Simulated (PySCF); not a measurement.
Simulated outer-valence photoelectron spectrum of `O=C=C(Cl)CCl`. Theory: EOM-IP-CCSD/aug-cc-pVDZ in PySCF, restricted Hartree–Fock reference, 14 core orbitals frozen, non-relativistic, gas phase, PBE0-D3(BJ)/def2-SVP geometry.

Each root has a Gaussian of 0.5 eV full width with its one-hole share as area; cross sections and vibrations are left out, and the highest printed point is 100.

(ionisation energy (eV), intensity): (8.6, 2), (8.8, 13), (9.0, 42), (9.2, 56), (9.4, 30), (9.6, 7), (9.8, 1), (10.0, 0), (10.2, 0), (10.4, 0), (10.6, 1), (10.8, 8), (11.0, 43), (11.2, 100), (11.4, 98), (11.6, 43), (11.8, 22), (12.0, 45), (12.2, 54), (12.4, 30), (12.6, 24), (12.8, 48), (13.0, 52), (13.2, 23), (13.4, 4), (13.6, 0), (13.8, 0), (14.0, 1), (14.2, 7), (14.4, 38), (14.6, 92), (14.8, 100), (15.0, 51), (15.2, 30), (15.4, 50), (15.6, 49), (15.8, 20), (16.0, 3), (16.2, 0)

Problem. Where are the maxima, and how many lines lie under the curve?

Solution. 6 maxima, at 9.2, 11.3, 12.1, 12.9, 14.7 and 15.5 eV, from 8 lines. At this width some lines have no maximum of their own.

Problem. List the lines with their holes.

Solution. 
| E (eV) | leading hole (HF orbital) | area | Koopmans (eV) |
| --- | --- | --- | --- |
| 9.16 | HOMO | 0.96 | 9.89 |
| 11.26 | HOMO-1 | 0.95 | 12.22 |
| 11.33 | HOMO-2 | 0.95 | 12.34 |
| 12.14 | HOMO-3 | 0.95 | 13.19 |
| 12.92 | HOMO-4 | 0.95 | 14.06 |
| 14.66 | HOMO-5 | 0.94 | 15.79 |
| 14.78 | HOMO-6 | 0.94 | 15.92 |
| 15.50 | HOMO-7 | 0.93 | 16.99 |

The widest gap, 2.10 eV, lies between 9.16 and 11.26 eV. Only orbitals with −ε under 21 eV, eight at most, were ionised, so the high end of the curve may lack lines.

Conformer computed: `[O:1]=[C:2]=[C:3]([Cl:4])[CH2:5][Cl:6]`: C2–C3–C5–Cl6 104°.

One conformer stands for the species.
